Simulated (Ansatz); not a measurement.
## Worked example: SiH2(CH3)F + HS → SiH(CH3)F + H2S

Species: SiH2(CH3)F, singlet; HS, doublet; SiH(CH3)F, doublet; H2S (hydrogen sulfide) `S`, singlet. A radical takes H: the energy is the difference in strength between the Si–H bond broken and the S–H bond made.

Shapes, held fixed at every level: PBE0-D4/def2-TZVP. Programs: Ansatz 0.2.0. The zero-point and thermal change to 298 K, harmonic and unscaled (PBE0-D4/def2-TZVP), is -0.2 kJ/mol.

At CCSD(T)/CBS estimate; 1 Eh = 2625.50 kJ/mol:

```
   species  energy (Eh)
SiH2(CH3)F  -430.003739
        HS  -398.319076
 SiH(CH3)F  -429.343454
       H2S  -398.972787
```

Work out ΔH(298 K) of the reaction at this level.


1. Products less reactants: (-429.343454) + (-398.972787) − [(-430.003739) + (-398.319076)] = 0.006574 Eh = +17.3 kJ/mol.
2. With the thermal change: +17.3 + (-0.2) = +17.1 kJ/mol.

Other levels give +4.3 (PBE0-D4/def2-TZVPP) to +31.7 kJ/mol (CCSD/def2-SVP). No measured value is set beside it here. Open shells run unrestricted. The CBS estimate extrapolates MP2 from def2-TZVPP and def2-QZVPP and adds CCSD(T) − MP2 in the triple-zeta set, cores frozen.
